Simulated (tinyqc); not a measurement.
Pariser-Parr-Pople SCF with singles CI, for the molecule c1ccccc1 (SMILES; centres numbered as the heavy atoms are written), step by step. One step of it, computed by the program tinyqc.

Task: Iteration 1: Fock matrix. F_rr = H_rr + P_rr gamma_rr / 2 + sum_(s != r) P_ss gamma_rs; F_rs = H_rs - P_rs gamma_rs / 2; E = tr P (H + F) / 2 + core repulsion sum_(r<s) z_r z_s gamma_rs.

P at the start:
```
           1C         2C         3C         4C         5C         6C
1C   0.999878   0.666667  -0.000030  -0.333333  -0.000030   0.666667
2C   0.666667   1.000061   0.666667  -0.000030  -0.333333   0.000061
3C  -0.000030   0.666667   1.000061   0.666667   0.000061  -0.333333
4C  -0.333333  -0.000030   0.666667   0.999878   0.666667  -0.000030
5C  -0.000030  -0.333333   0.000061   0.666667   1.000061   0.666667
6C   0.666667   0.000061  -0.333333  -0.000030   0.666667   1.000061
```

core matrix H (eV):
```
            1C          2C          3C          4C          5C          6C
1C  -41.417587   -2.530000    0.000000    0.000000    0.000000   -2.530000
2C   -2.530000  -41.418626   -2.530000    0.000000    0.000000    0.000000
3C    0.000000   -2.530000  -41.418626   -2.530000    0.000000    0.000000
4C    0.000000    0.000000   -2.530000  -41.417587   -2.530000    0.000000
5C    0.000000    0.000000    0.000000   -2.530000  -41.418626   -2.530000
6C   -2.530000    0.000000    0.000000    0.000000   -2.530000  -41.418626
```

repulsion gamma_rs (eV):
```
           1C         2C         3C         4C         5C         6C
1C  11.130000   7.554960   5.239602   4.668463   5.239602   7.554960
2C   7.554960  11.130000   7.553862   5.239602   4.669500   5.240702
3C   5.239602   7.553862  11.130000   7.554960   5.240702   4.669500
4C   4.668463   5.239602   7.554960  11.130000   7.554960   5.239602
5C   5.239602   4.669500   5.240702   7.554960  11.130000   7.553862
6C   7.554960   5.240702   4.669500   5.239602   7.553862  11.130000
```

Centres (angstrom, eV; a flat drawing with bonds scaled to 1.40 angstrom):

| centre | x | y | core charge z | W | gamma_rr |
|---|---|---|---|---|---|
| 1C | 1.400000 | 0.000000 | 1 | 11.160000 | 11.130000 |
| 2C | 0.700000 | 1.212000 | 1 | 11.160000 | 11.130000 |
| 3C | -0.700000 | 1.212000 | 1 | 11.160000 | 11.130000 |
| 4C | -1.400000 | 0.000000 | 1 | 11.160000 | 11.130000 |
| 5C | -0.700000 | -1.212000 | 1 | 11.160000 | 11.130000 |
| 6C | 0.700000 | -1.212000 | 1 | 11.160000 | 11.130000 |

Give: F; pi energy.

Result:

F (eV):
```
        1C      2C      3C      4C      5C      6C
1C  -5.595  -5.048   0.000   0.778   0.000  -5.048
2C  -5.048  -5.595  -5.048   0.000   0.778   0.000
3C   0.000  -5.048  -5.595  -5.048   0.000   0.778
4C   0.778   0.000  -5.048  -5.595  -5.048   0.000
5C   0.000   0.778   0.000  -5.048  -5.595  -5.048
6C  -5.048   0.000   0.778   0.000  -5.048  -5.595
```

pi energy = -81.356 eV
